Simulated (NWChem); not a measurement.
System: S, triplet

Computed with NWChem. Spin-unrestricted. The open p shell is one determinant without spherical averaging. No stability test was run on the SCF state.

### Question
What does the run give for B3LYP/def2-SVP? Quantities: highest occupied level (eV); lowest empty minus highest occupied level, either spin (eV).

### Answer
```yaml
highest occupied level (eV): -6.73
lowest empty minus highest occupied level, either spin (eV): 2.27
```
